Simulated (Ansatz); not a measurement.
Run this with the Ansatz DFT code, driven from Python and show what comes out.

Script `run_dimer.py`:
```python
# -*- coding: utf-8 -*-
"""Interaction energy of two C2H4S molecules, with the counterpoise correction."""

import ansatz as az

FIRST = [
    ("C", (-0.5041, 0.082, -0.4964)),
    ("C", (0.5907, -0.0452, 0.4368)),
    ("S", (-0.8901, -0.8686, 0.8525)),
    ("H", (-0.4406, -0.3752, -1.4646)),
    ("H", (-1.0699, 1.0695, -0.5414)),
    ("H", (0.8648, 0.8068, 1.0724)),
    ("H", (1.449, -0.6694, 0.1404)),
]
SECOND = [
    ("C", (1.183, -3.5754, 1.125)),
    ("C", (0.1301, -3.5971, 2.1132)),
    ("S", (1.7667, -3.5572, 2.716)),
    ("H", (1.3179, -2.7123, 0.5026)),
    ("H", (1.4187, -4.535, 0.5586)),
    ("H", (-0.4283, -4.5251, 2.292)),
    ("H", (-0.4761, -2.6856, 2.2386)),
]

def energy(atoms, ghosts=()):
    molecule = az.Crystal.molecule()
    for symbol, xyz in atoms:
        molecule = molecule.atom(symbol, xyz)
    calc = (
        molecule.calculation()
        .basis(gaussian="def2-SVP")
        .functional("PBE0")
    )
    deck = calc.input()
    if ghosts:
        deck = deck.set(az.key.basis.gaussian.ghost_atoms, [{"symbol": s, "position_ang": list(xyz)} for s, xyz in ghosts])
    return az.Session.from_dict(deck).plan().execute().report["free_energy_ev"]

# monomers in their own basis and in the basis of the dimer
both = energy(FIRST + SECOND)
alone = energy(FIRST) + energy(SECOND)
ghosted = energy(FIRST, SECOND) + energy(SECOND, FIRST)
print(f"dimer {both:.6f} eV")
print(f"interaction, uncorrected   {23.060548 * (both - alone):8.3f} kcal/mol")
print(f"interaction, counterpoise  {23.060548 * (both - ghosted):8.3f} kcal/mol")
print(f"basis-set superposition    {23.060548 * (alone - ghosted):8.3f} kcal/mol")
```

```console
$ python run_dimer.py
dimer -25924.512801 eV
interaction, uncorrected      2.870 kcal/mol
interaction, counterpoise     4.280 kcal/mol
basis-set superposition       1.410 kcal/mol
```

Uncorrected it is 2.870 kcal/mol, with the counterpoise correction 4.280 kcal/mol; the difference, 1.41 kcal/mol, is the superposition error. In this basis both values are repulsive.

Total energies depend on the basis set; only differences at equal settings carry meaning. The dimer is a generated trial pose of unrelaxed monomers, not a minimum, so the figure is no binding energy, and the basis set is small. This level lacks the dispersion part of the attraction (electrostatics and induction are there), which can decide the sign where the interaction is weak. Wall time of the script: 17 s on 1 thread of Intel(R) Xeon(R) Platinum 8375C CPU @ 2.90GHz (Ice Lake) (shared host), peak memory 0.35 GiB.

(A comment or docstring line of the script was reworded after the run, the code is as it ran; lines on the test bed's own set-up are left out of the output.)
